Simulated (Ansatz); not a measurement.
Wavefunction ladder for `CC1(C)C=N1`

Cartesian coordinates in Å:
```
C -0.215 -1.370 -0.113
C -0.004 0.078 0.234
C -0.141 1.040 -0.913
C 0.686 0.459 1.446
N -0.553 0.543 1.584
H 0.528 -1.709 -0.841
H -0.142 -2.004 0.771
H -1.204 -1.517 -0.559
H 0.607 0.836 -1.685
H -0.017 2.072 -0.581
H -1.127 0.946 -1.377
H 1.581 0.626 2.035
```

Total charge 0; spin multiplicity 1. The structure was optimised at the PBE0-D4/def2-TZVP level. Frozen core, restricted reference, Ansatz. CBS rows extrapolate triple and quadruple zeta; past MP2 they add the triple-zeta difference.

```
     basis     HF (Eh)  MP2 corr.
def2-TZVPP  -209.99789   -0.87142
def2-QZVPP  -210.00756   -0.92680
```

Problem. Estimate the CCSD correlation energy and the (T) correction in each basis where they were run (hartree).

Solution. 
| basis | CCSD corr. | (T) |
| --- | --- | --- |
| def2-TZVPP | -0.90457 | -0.04163 |
| CBS(def2) | -1.00097 | as TZ |
